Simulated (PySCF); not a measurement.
# Pyrimidine (C4H4N2): electronic excitations at several levels of theory, part 2 of 2

PySCF 2.14.0. Atoms count from 0. Earlier steps stand in the parts before.

## 6. Excited states and response: PBE0/6-31G*

Job settings and geometry (Å):

```
{"job": {"kind": "uv", "xc": "PBE0", "basis": "6-31G*"}, "charge": 0, "multiplicity": 1}
C     -1.134573     0.077670     0.078576
C     -0.483712    -1.152381     0.023693
N      0.839951    -1.249756    -0.067600
C      1.513768    -0.103602    -0.104685
N      1.002923     1.123499    -0.060105
C     -0.321599     1.207532     0.032127
H     -2.220942     0.151938     0.153483
H     -1.048539    -2.091833     0.053960
H      2.605458    -0.178172    -0.179806
H     -0.752740     2.215106     0.070358
```

Method: TDDFT PBE0/6-31G*, vertical, gas phase, core orbitals frozen in the response.

What it wrote:

```text
coarse grid: 8952 points
cycle   1  E = -264.0346766064  dE =  1.071e+00  |g| = 3.443e-01  |ddm| = 3.399e+00
cycle   2  E = -264.0213776662  dE =  1.330e-02  |g| = 4.458e-01  |ddm| = 7.442e-01
cycle   3  E = -264.0642010035  dE = -4.282e-02  |g| = 5.276e-02  |ddm| = 3.772e-01
cycle   4  E = -264.0646611654  dE = -4.602e-04  |g| = 2.778e-02  |ddm| = 6.142e-02
cycle   5  E = -264.0648459240  dE = -1.848e-04  |g| = 8.858e-03  |ddm| = 3.509e-02
cycle   6  E = -264.0648669466  dE = -2.102e-05  |g| = 2.328e-03  |ddm| = 1.071e-02
cycle   7  E = -264.0648682466  dE = -1.300e-06  |g| = 4.516e-04  |ddm| = 2.308e-03
final grid: 88304 points
cycle   8  E = -264.0121969305  dE = -2.542e-05  |g| = 5.727e-03  |ddm| = 1.934e-02
cycle   9  E = -264.0121973935  dE = -4.630e-07  |g| = 5.896e-03  |ddm| = 1.290e-02
cycle  10  E = -264.0122056326  dE = -8.239e-06  |g| = 1.164e-03  |ddm| = 6.408e-03
cycle  11  E = -264.0122059521  dE = -3.195e-07  |g| = 2.609e-04  |ddm| = 1.214e-03
cycle  12  E = -264.0122059672  dE = -1.520e-08  |g| = 8.790e-05  |ddm| = 2.768e-04
cycle  13  E = -264.0122059688  dE = -1.585e-09  |g| = 2.578e-05  |ddm| = 8.313e-05
cycle  14  E = -264.0122059690  dE = -1.854e-10  |g| = 4.088e-06  |ddm| = 2.979e-05
converged SCF energy = -264.0122059690

Static polarisability (au): isotropic 45.970, principal 20.393 56.415 61.103

Singlet excitations
state   eV       nm        f      main configurations
  1   4.4079    281.3   0.00566   H->L 1.00
  2   4.7097    263.3   0.00000   H->L+1 0.99
  3   5.9029    210.0   0.00000   H-2->L 0.99
  4   6.0118    206.2   0.03098   H-1->L 0.73, H-3->L+1 0.27
  5   6.1533    201.5   0.00571   H-2->L+1 1.00
  6   6.8853    180.1   0.04794   H-1->L+1 0.76, H-3->L 0.22
  7   7.9028    156.9   0.36487   H-3->L 0.74, H-1->L+1 0.21
  8   8.0856    153.3   0.41780   H-3->L+1 0.70, H-1->L 0.25
  9   8.7964    140.9   0.00000   H-4->L 0.83, H->L+3 0.15
 10   8.9238    138.9   0.00373   H->L+2 0.97

Triplet excitations (Tamm-Dancoff, eV): 3.8372 4.3479 4.4845 4.8620
```

It took 7.8 s on 1 thread of Arm Neoverse V1, shared host; peak memory 0.49 GiB.

This run: HOMO -7.19 eV, LUMO -0.96 eV; lowest singlet 4.41 eV.

## 7. Excited states and response: PBE0/def2-SVP

Same as in step 6 but for these lines:

```diff
@@ -1,2 +1,2 @@
-{"job": {"kind": "uv", "xc": "PBE0", "basis": "6-31G*"}, "charge": 0, "multiplicity": 1}
+{"job": {"kind": "uv", "xc": "PBE0", "basis": "def2-SVP"}, "charge": 0, "multiplicity": 1}
 C     -1.134573     0.077670     0.078576
```

Method: TDDFT PBE0/def2-SVP, vertical, gas phase, core orbitals frozen in the response.

What it wrote:

```text
coarse grid: 8952 points
cycle   1  E = -263.7623228308  dE =  1.017e+00  |g| = 3.410e-01  |ddm| = 3.595e+00
cycle   2  E = -263.7463332663  dE =  1.599e-02  |g| = 4.545e-01  |ddm| = 7.608e-01
cycle   3  E = -263.7905402706  dE = -4.421e-02  |g| = 4.949e-02  |ddm| = 3.932e-01
cycle   4  E = -263.7908880950  dE = -3.478e-04  |g| = 2.907e-02  |ddm| = 5.856e-02
cycle   5  E = -263.7910998243  dE = -2.117e-04  |g| = 8.279e-03  |ddm| = 3.675e-02
cycle   6  E = -263.7911184053  dE = -1.858e-05  |g| = 2.015e-03  |ddm| = 1.010e-02
cycle   7  E = -263.7911193721  dE = -9.668e-07  |g| = 4.195e-04  |ddm| = 2.042e-03
final grid: 88304 points
cycle   8  E = -263.8224813757  dE = -2.144e-05  |g| = 5.155e-03  |ddm| = 2.258e-02
cycle   9  E = -263.8224813085  dE =  6.717e-08  |g| = 5.460e-03  |ddm| = 1.075e-02
cycle  10  E = -263.8224883233  dE = -7.015e-06  |g| = 1.064e-03  |ddm| = 5.641e-03
cycle  11  E = -263.8224885917  dE = -2.684e-07  |g| = 2.316e-04  |ddm| = 1.113e-03
cycle  12  E = -263.8224886034  dE = -1.164e-08  |g| = 8.674e-05  |ddm| = 2.563e-04
cycle  13  E = -263.8224886050  dE = -1.623e-09  |g| = 2.132e-05  |ddm| = 8.308e-05
cycle  14  E = -263.8224886051  dE = -1.240e-10  |g| = 3.453e-06  |ddm| = 2.583e-05
converged SCF energy = -263.8224886051

Static polarisability (au): isotropic 47.762, principal 24.854 56.529 61.903

Singlet excitations
state   eV       nm        f      main configurations
  1   4.3247    286.7   0.00522   H->L 1.00
  2   4.6075    269.1   0.00000   H->L+1 0.99
  3   5.7426    215.9   0.00000   H-2->L 0.99
  4   5.9697    207.7   0.00549   H-2->L+1 1.00
  5   5.9998    206.6   0.03153   H-1->L 0.72, H-3->L+1 0.27
  6   6.8565    180.8   0.05768   H-1->L+1 0.78, H-3->L 0.21
  7   7.8834    157.3   0.37018   H-3->L 0.75, H-1->L+1 0.20
  8   8.0292    154.4   0.41585   H-3->L+1 0.61, H-1->L 0.22, H->L+2 0.12
  9   8.2399    150.5   0.01745   H->L+2 0.87, H-3->L+1 0.08
 10   8.6754    142.9   0.00000   H-4->L 0.81, H->L+5 0.16

Triplet excitations (Tamm-Dancoff, eV): 3.7382 4.2448 4.4780 4.8796
```

Wall time 8.7 s (1 thread of Arm Neoverse V1, shared host); peak memory 0.52 GiB.

In short: HOMO -7.31 eV, LUMO -1.18 eV; lowest singlet 4.32 eV.

## 8. TDDFT and polarisability: PBE0/def2-TZVP

Same as in step 7 but for these lines:

```diff
@@ -1,2 +1,2 @@
-{"job": {"kind": "uv", "xc": "PBE0", "basis": "def2-SVP"}, "charge": 0, "multiplicity": 1}
+{"job": {"kind": "uv", "xc": "PBE0", "basis": "def2-TZVP"}, "charge": 0, "multiplicity": 1}
 C     -1.134573     0.077670     0.078576
```

With the program's defaults for keys left out, this is: TDDFT PBE0/def2-TZVP, vertical, gas phase, core orbitals frozen in the response.

What it wrote:

```text
coarse grid: 8952 points
cycle   1  E = -264.0943871756  dE =  1.051e+00  |g| = 3.522e-01  |ddm| = 2.597e+00
cycle   2  E = -264.0789821696  dE =  1.541e-02  |g| = 4.674e-01  |ddm| = 7.030e-01
cycle   3  E = -264.1236945688  dE = -4.471e-02  |g| = 5.847e-02  |ddm| = 3.863e-01
cycle   4  E = -264.1241263733  dE = -4.318e-04  |g| = 3.434e-02  |ddm| = 5.186e-02
cycle   5  E = -264.1243962707  dE = -2.699e-04  |g| = 1.083e-02  |ddm| = 2.896e-02
cycle   6  E = -264.1244269108  dE = -3.064e-05  |g| = 2.511e-03  |ddm| = 9.298e-03
cycle   7  E = -264.1244283777  dE = -1.467e-06  |g| = 5.336e-04  |ddm| = 2.174e-03
final grid: 88304 points
cycle   8  E = -264.1093300908  dE = -4.976e-05  |g| = 6.204e-03  |ddm| = 5.501e-02
cycle   9  E = -264.1093284741  dE =  1.617e-06  |g| = 6.753e-03  |ddm| = 1.282e-02
cycle  10  E = -264.1093388288  dE = -1.035e-05  |g| = 1.273e-03  |ddm| = 6.844e-03
cycle  11  E = -264.1093391697  dE = -3.409e-07  |g| = 4.169e-04  |ddm| = 1.004e-03
cycle  12  E = -264.1093392096  dE = -3.985e-08  |g| = 9.579e-05  |ddm| = 2.904e-04
cycle  13  E = -264.1093392112  dE = -1.616e-09  |g| = 4.018e-05  |ddm| = 7.544e-05
cycle  14  E = -264.1093392116  dE = -4.064e-10  |g| = 8.301e-06  |ddm| = 3.150e-05
converged SCF energy = -264.1093392116

Static polarisability (au): isotropic 54.492, principal 32.644 63.384 67.450

Singlet excitations
state   eV       nm        f      main configurations
  1   4.3362    285.9   0.00443   H->L 1.00
  2   4.6565    266.3   0.00000   H->L+1 0.99
  3   5.7988    213.8   0.00000   H-2->L 0.99
  4   5.8943    210.3   0.03957   H-1->L 0.75, H-3->L+1 0.25
  5   6.0687    204.3   0.00494   H-2->L+1 1.00
  6   6.6952    185.2   0.05253   H-1->L+1 0.77, H-3->L 0.21
  7   7.6706    161.6   0.37931   H-3->L 0.74, H-1->L+1 0.20
  8   7.7951    159.1   0.22273   H->L+2 0.49, H-3->L+1 0.36, H-1->L 0.12
  9   7.9279    156.4   0.19600   H->L+2 0.48, H-3->L+1 0.36, H-1->L 0.12
 10   8.5688    144.7   0.00480   H-1->L+2 0.98

Triplet excitations (Tamm-Dancoff, eV): 3.7993 4.3180 4.4549 4.7554
```

Run time: 24 s. Hardware: 1 thread of Arm Neoverse V1, shared host; peak memory 0.82 GiB.

Key values: HOMO -7.42 eV, LUMO -1.29 eV; lowest singlet 4.34 eV.

## 9. Run by run: electronic excitations

Excitations and ground-state properties, with basis size and wall time:

| run | lowest singlet (eV) | brightest (eV) | f | gap (eV) | α (Å³) | μ (D) | functions | time |
| --- | --- | --- | --- | --- | --- | --- | --- | --- |
| CAM-B3LYP/def2-SVPD | 4.54 | 7.91 | 0.478 | 8.69 | 8.29 | 2.40 | 152 | 56 s |
| wB97X-D/def2-SVPD | 4.51 | 7.94 | 0.477 | 9.82 | 8.32 | 2.39 | 152 | 41 s |
| LC-wPBE/def2-SVPD | 4.68 | 7.87 | 0.444 | 11.10 | 8.13 | 2.40 | 152 | 63 s |
| PBE0/6-31G* | 4.41 | 8.09 | 0.418 | 6.22 | 6.81 | 2.29 | 92 | 7.8 s |
| PBE0/def2-SVP | 4.32 | 8.03 | 0.416 | 6.13 | 7.08 | 2.28 | 104 | 8.7 s |
| PBE0/def2-TZVP | 4.34 | 7.67 | 0.379 | 6.13 | 8.07 | 2.31 | 210 | 24 s |

## 10. What came out

This closing draws on all 2 parts.

| quantity | value |
| --- | --- |
| point group | C2v |
| rotational constants (main isotopes) | 6.30, 6.12, 3.10 GHz |
| lowest singlet (CAM-B3LYP/def2-SVPD) | 4.54 eV (273 nm), f = 0.006 |
| brightest single state of those computed | state 9, 7.91 eV, f = 0.478 |
| lowest triplet | 4.01 eV |
| vertical ionisation energy (ΔSCF) | 9.88 eV |
| vertical electron affinity (ΔSCF) | -0.57 eV (unbound: the value hangs on the basis) |
| range of the lowest singlet | 4.32 to 4.68 eV |

In words: Single values in the summary come from the first run of each kind that ended normally (CAM-B3LYP/def2-SVPD), which need not be the best level. Relaxing lowered the energy by 0.051 eV in 7 steps; the close pair that moved most is C0–C5, from 1.376 to 1.393 Å. No frequency check was run at this level, so the end point may be a saddle. The lowest computed singlet (4.54 eV, vertical) stands against 4.18 eV for the lowest singlet in the measured list; the two are paired by order alone, not by symmetry. The lowest computed triplet (4.01 eV, vertical) stands against 3.85 eV for the lowest triplet in the measured list; the two are paired by order alone, not by symmetry. The lowest singlet, at 4.54 eV, is HOMO→LUMO 0.99 and is weak; of the 10 states computed, the strongest absorption comes from state 9 at 7.91 eV. The lowest triplet lies 0.53 eV below the lowest singlet (triplets in Tamm-Dancoff, singlets in full TDDFT). ΔSCF puts the ionisation energy at 9.88 eV, 0.94 eV above −ε(HOMO). The lowest singlet runs from 4.32 eV (PBE0/def2-SVP) to 4.68 eV (LC-wPBE/def2-SVPD), while the orbital gap spans 6.13 to 11.10 eV. The lowest state need not be the same one in every run.
